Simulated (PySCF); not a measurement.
Compound: C6H10.
Numbering: `[CH3:1][CH:2]([CH3:3])[C:4]1=[CH:5][CH2:6]1` (hydrogens: H7, H8, H9 on C1; H10 on C2; H11, H12, H13 on C3; H14 on C5; H15, H16 on C6)

The calculation used PySCF, PBE0-D3(BJ)/def2-SVP geometry optimisation, gas phase.

Task: What internal coordinates does the optimisation give?

Result: 
```csv
bond,length (Å)
"C1–C2, C2–C3",1.527
C2–C4,1.480
C4=C5,1.299
C5–C6,1.502
C4–C6,1.500
C1–H7 and 5 like bonds,1.101
C2–H10,1.107
C5–H14,1.086
"C6–H15, C6–H16",1.103
```

Bonds in one row agree within 0.01 Å and their mean is given. A selection of angles:
```csv
angle,degrees
C2–C1–H7,111.2
H7–C1–H8,107.8
C1–C2–C3,112.3
C1–C2–C4,111.4
C1–C2–H10,108.8
C3–C2–C4,110.3
C3–C2–H10,107.3
C4–C2–H10,106.4
C2–C4–C5,151.6
C2–C4–C6,143.9
C5–C4–C6,64.4
C4–C5–C6,64.3
C4–C5–H14,150.6
C6–C5–H14,145.1
C5–C6–H15,119.9
C4–C6–C5,51.3
C4–C6–H15,119.9
H15–C6–H16,112.8
```

Dihedral angles: C1–C2–C4–C5 -4° (synperiplanar); C2–C4–C5–C6 -178° (antiperiplanar); C2–C4–C6–C5 178° (antiperiplanar). The mirror-image conformer, all signs reversed, is as good.

The 6 C–C bonds span 1.299 Å (C4=C5, drawn double) to 1.530 Å (C2–C3, drawn single), a spread of 0.231 Å. The 3-membered ring C4–C5–C6 has internal angles of 51.3° to 64.4°.

Point group: C1 (no symmetry element, even within 0.4 Å). Whether it is a minimum is left open (no frequencies). One conformer, not necessarily the lowest.
